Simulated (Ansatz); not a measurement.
**NH4 (doublet): the correlation ladder at distance N1–H4 along a hydrogen transfer = 1.012 Å, cc-pVDZ**

How much of the correlation energy of NH4 (doublet) does each wave-function method recover here?

The runs use Ansatz 0.2.0, Gaussian basis; cc-pVDZ, core rule «outside noble gas», up to 1 orbitals frozen.

To be run: UHF; CCSD(T) on ROHF; CCSD(T) on UHF; BCCD(T) on ROHF; CISD; CCSDT(Q) on ROHF; CCSDT(Q) on UHF; CCSDTQ on ROHF; CASSCF and MRCISD+Q, 3 electrons in 3 orbitals; CASSCF and NEVPT2, 3 electrons in 3 orbitals; CASSCF and MRCISD+Q, 9 electrons in 8 orbitals; CASSCF and NEVPT2, 9 electrons in 8 orbitals.

**1. The geometry**

The geometry derives from fragments relaxed apart (PBE0/def2-TZVP) and kept rigid, so it is no stationary point. A hydrogen atom is moved between rigid fragments.

5 atoms, charge 0, spin multiplicity 2.

Atoms are counted from 1 here; the program's logs count them from 0.

Bond lengths: N1–H2 1.012 Å, N1–H3 1.012 Å, N1–H4 1.012 Å. Angles: H2–N1–H3 107.1°, H2–N1–H4 107.1°, H3–N1–H4 107.1°.

**2. UHF**

Input file in.yaml:

```yaml
crystal:
  periodic: [false, false, false]
  atoms:
    - {symbol: N, position_ang: [-0.136391, -0.031601, -0.049187]}
    - {symbol: H, position_ang: [-0.433671, 0.936233, -0.049186]}
    - {symbol: H, position_ang: [-0.433670, -0.433900, 0.831073]}
    - {symbol: H, position_ang: [0.876070, -0.031600, -0.049187]}
    - {symbol: H, position_ang: [1.886609, -0.031600, -0.049187]}
basis:
  gaussian: {orbitals: cc-pVDZ}
magnetization: {spin_polarized: true, initial_magnetization: 1}
hamiltonian: {xc: hf}
output: {orbitals: {seedname: orbitals}}
```

Launch:

```
> ansatz run in.yaml --threads 1 --pin off --events-out ev --progress --plain --max-ram 2816MiB --backend cpu
```

Further steps of the session: CCSD(T) on ROHF; CCSD(T) on UHF; BCCD(T) on ROHF; CISD; CCSDT(Q) on ROHF; CCSDT(Q) on UHF; CCSDTQ on ROHF; CASSCF and MRCISD+Q, 3 electrons in 3 orbitals; CASSCF and NEVPT2, 3 electrons in 3 orbitals; CASSCF and MRCISD+Q, 9 electrons in 8 orbitals; CASSCF and NEVPT2, 9 electrons in 8 orbitals.

Before running them: what should the planned runs give, taken together? Wanted: RCCSDTQ below the RHF energy; RMP2 from RCCSDTQ; UMP2 from RCCSDTQ; RCCSD from RCCSDTQ; RCCSD(T) from RCCSDTQ; UCCSD(T) from RCCSDTQ; RCCSDT(Q) from RCCSDTQ; UCCSDT(Q) from RCCSDTQ; NEVPT2 pair from RCCSDTQ.

**Answer**, as computed:

```
                         quantity                                                                                value
     RCCSDTQ below the RHF energy                                                                           -6.0106 eV
                RMP2 from RCCSDTQ                                                                         +61.5 kJ/mol
                UMP2 from RCCSDTQ                                                                         +61.7 kJ/mol
               RCCSD from RCCSDTQ                                                                         +13.6 kJ/mol
            RCCSD(T) from RCCSDTQ                                                                          +1.9 kJ/mol
            UCCSD(T) from RCCSDTQ                                                                          +1.8 kJ/mol
           RCCSDT(Q) from RCCSDTQ                                                                           0.0 kJ/mol
           UCCSDT(Q) from RCCSDTQ                                                                          -0.1 kJ/mol
         NEVPT2 pair from RCCSDTQ                                                                         +62.0 kJ/mol
      NEVPT2 valence from RCCSDTQ                                                                         +75.6 kJ/mol
    MRCISD+Q valence from RCCSDTQ                                                                          +0.6 kJ/mol
levels within 1 kcal/mol (43 meV)  RCCSD(T), UCCSD(T), BCCD(T), RCCSDT, UCCSDT, RCCSDT(Q), UCCSDT(Q), MRCISD+Q valence
                    T1 diagnostic                                                                                0.023
   effectively unpaired electrons                                                                                 1.01
```

**Reading.** RCCSD(T) misses by +1.9 kJ/mol, 0.3 % of the correlation energy. One determinant dominates. Of the multireference levels listed MRCISD+Q valence comes nearest in total energy (+0.6 kJ/mol), which doesn't show that its space is the better one. These misses are within one basis, not against nature; the frozen cores of restricted and unrestricted runs differ, which can shift their rows.
